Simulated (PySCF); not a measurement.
Molecule (SMILES): P (PH3).
Geometry (B3LYP-D3(BJ)/def2-TZVP, fixed):
```
P
H 1 1.4188
H 1 1.4188 2 93.38
H 1 1.4188 2 93.38 3 93.59
```
Charge 0, spin multiplicity 1.

Basis-set convergence of the mean static polarisability at PBE with PySCF. All functions are spherical. Density fitting with generated auxiliary sets. No added dispersion term, no relativity. Reference: the value in aug-pcseg-3, 31.83 bohr³, itself unsure by roughly 0.4 % (its mean distance from aug-cc-pV(Q+d)Z, aug-pcseg-2, aug-cc-pV(T+d)Z). Deviations are taken from unrounded values.

```tsv
basis	functions	mean static polarisability (bohr³)	minus reference (%)
pcseg-1	33	23.59	-25.9
6-311+G**	48	24.89	-21.8
Sadlej pVTZ	59	31.83	0.0
6-311++G(2d,2p)	65	27.45	-13.7
pcseg-2	76	25.92	-18.6
6-311++G(3df,3pd)	101	30.43	-4.4
pcseg-3	163	29.83	-6.3
```

Of the sets listed that have larger relatives (same family, alike in diffuse functions), none stays within 2 % of the reference together with them. Inside, with no larger relative to test it: Sadlej pVTZ.
